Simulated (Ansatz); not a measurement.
## Structure optimisation: gadolinium, hcp

Theory: DFT, RPBE, plane waves (420 eV) with PAW, scalar-relativistic in Ansatz 0.2.0. (PAW data from PBE, frozen cores regenerated.)

k-point mesh 10×10×6, Fermi-Dirac smearing 0.05 eV, starting moments 7.00 ×2 μB. Cell and atoms relax.

Starting structure:

```yaml
crystal:
  lattice:
    - [3.6360007066, 0.0, 0.0]
    - [-1.8180003533, 3.1488689801, 0.0]
    - [0.0, 0.0, 5.7826]
  atoms:
    - { symbol: Gd, position: [0.3333333333, 0.6666666667, 0.25], spin: 7.0 }
    - { symbol: Gd, position: [0.6666666667, 0.3333333333, 0.75], spin: 7.0 }
hamiltonian:
  xc: rpbe
  pseudopotentials:
    kind: paw
    azcp:
      Gd: "pseudopotentials/Gd.paw.azcp"
basis:
  ecutwfc: 420
  fft_grid_basis: typed
kpoints:
  mp_grid: { grid: [10, 10, 6], shift: [0, 0, 0] }
magnetization:
  spin_polarized: true
scf:
  occupations: { method: fermi_dirac, width: 0.05 }
relax:
  max_steps: 60
  f_tol: 0.01
  cell: {}
```

**Question.** What cell does the relaxation end in?

**Answer.** P6_3/mmc (spin ignored) with a = 3.709 Å, c = 5.944 Å (c/a = 1.603); 35.41 Å³ per atom against 33.10 at the start (7.0 %).

**Question.** How much energy does the relaxation gain?

**Answer.** 15.9 meV per atom.

Path of the relaxation (the plane waves are chosen anew near the end, which can shift the energy a little):

```json
{"step": "0", "E − E(final) (meV/atom)": "15.90", "V (Å³/atom)": "33.103", "P (GPa)": "2.30", "max force (eV/Å)": "0.000"}
{"step": "1", "E − E(final) (meV/atom)": "0.80", "V (Å³/atom)": "35.081", "P (GPa)": "0.27", "max force (eV/Å)": "0.000"}
{"step": "2", "E − E(final) (meV/atom)": "0.58", "V (Å³/atom)": "35.359", "P (GPa)": "0.02", "max force (eV/Å)": "0.000"}
{"step": "3", "E − E(final) (meV/atom)": "0.01", "V (Å³/atom)": "35.359", "P (GPa)": "0.04", "max force (eV/Å)": "0.000"}
{"step": "4", "E − E(final) (meV/atom)": "0.01", "V (Å³/atom)": "35.409", "P (GPa)": "0.00", "max force (eV/Å)": "0.000"}
{"step": "5", "E − E(final) (meV/atom)": "0.00", "V (Å³/atom)": "35.409", "P (GPa)": "0.00", "max force (eV/Å)": "0.000"}
```

**Question.** Which magnetic state does it end in?

**Answer.** ferromagnetic, net 7.71 μB per atom; moments 7.40 ×2 μB.

Open f shells have many self-consistent states, so the state found may not be the lowest.
